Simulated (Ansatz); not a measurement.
# Bi (model structure, started from the beta-W type, Pm-3n, No. 223, 8 atoms in the cell)

Level of theory: PBEsol (PAW; Ansatz, a program for electronic structure).

Numerical settings: plane-wave cutoff 500 eV, 12×12×12 k mesh, Fermi–Dirac smearing 0.1 eV, scalar-relativistic PAW data made under PBE.

Cell (relaxed at this level):

```xyz
8
Lattice="6.2698 0.0000 0.0000 0.0000 6.2698 0.0000 0.0000 0.0000 6.2698" Properties=species:S:1:pos:R:3 pbc="T T T"
Bi     1.5675     0.0000     3.1349
Bi     4.7024     0.0000     3.1349
Bi     0.0000     3.1349     1.5675
Bi     0.0000     3.1349     4.7024
Bi     3.1349     1.5675     0.0000
Bi     3.1349     4.7024     0.0000
Bi     0.0000     0.0000     0.0000
Bi     3.1349     3.1349     3.1349
```

| Property | Result |
|---|---|
| band gap | none |

Note: the relaxation could raise the start's symmetry but not lower it, so the cell can be a saddle point.

Spin–orbit coupling is not included; it can shift volumes and moduli of such heavy elements.

The computed numbers hold no vibrational or temperature effects.

Cost on a shared machine: about 7 core-minutes (a rough figure).

A model structure was made by putting elements into a prototype or built by hand; it is no filed structure, need not be a known phase, and can be a saddle point held by its symmetry.
